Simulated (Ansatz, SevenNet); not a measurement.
Elastic constant C11 (GPa) of solids drawn from the class of elemental solids other than molecular ones, at two levels: the machine-learned potential SevenNet-l3i5 (trained on PBE and PBE+U data), and PBE (Ansatz, a first-principles code, PAW).

```json
[
 {"solid": "hcp Re", "SevenNet-l3i5": "476", "PBE": "608", "shift (%)": "+28"},
 {"solid": "fcc Al", "SevenNet-l3i5": "105", "PBE": "105", "shift (%)": "0.0"},
 {"solid": "hcp Hf", "SevenNet-l3i5": "136", "PBE": "180", "shift (%)": "+32"},
 {"solid": "fcc Sr", "SevenNet-l3i5": "14.3", "PBE": "14.7", "shift (%)": "+2.8"},
 {"solid": "fcc Pd", "SevenNet-l3i5": "204", "PBE": "199", "shift (%)": "-2.5"},
 {"solid": "body-centred tetragonal In", "SevenNet-l3i5": "40.4", "PBE": "48.7", "shift (%)": "+21"},
 {"solid": "hcp Cd", "SevenNet-l3i5": "61.0", "PBE": "83.9", "shift (%)": "+38"},
 {"solid": "fcc Au", "SevenNet-l3i5": "154", "PBE": "157", "shift (%)": "+1.9"},
 {"solid": "fcc Ir", "SevenNet-l3i5": "463", "PBE": "584", "shift (%)": "+26"},
 {"solid": "hcp Zr", "SevenNet-l3i5": "114", "PBE": "143", "shift (%)": "+25"}
]
```

The shifts run from -2.5 % to +38 %, with a median of +23 %.

Of 10 rows, PBE is the larger in 8 and the smaller in 1.

Ansatz's runs of these crystals have no spin polarisation.

Spin–orbit coupling is left out, also for the solids with elements from indium on (hcp Re, hcp Hf, body-centred tetragonal In, fcc Au, fcc Ir); its size isn't shown.

Each level is taken at its own relaxed cell. Ansatz's density-functional and Hartree–Fock values are scalar-relativistic unless marked +SOC, with PAW data made under PBE.
